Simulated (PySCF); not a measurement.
## Complete the spectrum of C3H7NO

Species: C3H7NO.
SMILES: `CNC(C)=O`

The calculation used TDDFT CAM-B3LYP/def2-SVPD, vertical, gas phase, core orbitals frozen in the response (PySCF 2.14.0, density-fitted response routines). Isolated species at its GFN2-xTB geometry (one conformer only). Torsions of this conformer, `[CH3:1][NH:2][C:3]([CH3:4])=[O:5]`: C1–N2–C3–C4 180°.

Lowest singlets, with some entries withheld (?).

| state | E (eV) | f | main configurations (H = HOMO, L = LUMO) |
| --- | --- | --- | --- |
| S1 | 5.90 | ? | H-1→L+2 (93%) |
| S2 | 6.63 | ? | H→L (92%) |
| S3 | 7.06 | ? | H-1→L (89%) |
| S4 | 7.41 | ? | H→L+2 (89%) |
| S5 | 7.83 | ? | H→L+1 (65%), H→L+3 (32%) |
| S6 | 8.11 | ? | H→L+3 (58%), H→L+1 (30%) |
| S7 | 8.15 | ? | H-1→L+1 (63%), H-1→L+3 (28%) |
| S8 | 8.40 | ? | H-1→L+3 (58%), H-1→L+1 (28%) |

(1) Fill in the withheld entries.

(2) Which level carries the most intensity, and what share of the listed sum of f?

(3) What is the mean static polarisability from the same response equations?

(4) How far apart are S2 and S3, in eV and cm⁻¹?

Answers

(1) 
- S1: f = 0.0008
- S2: f = 0.0003
- S3: f = 0.011
- S4: f = 0.213
- S5: f = 0.021
- S6: f = 0.0000
- S7: f = 0.0037
- S8: f = 0.016

(2) S4, with f = 0.213 of 0.267, 80%.

(3) 49.5 au (7.34 Å³), with principal values 38.7, 50.9 and 59.0 au.

(4) 7.057 − 6.635 = 0.422 eV, or about 3410 cm⁻¹.
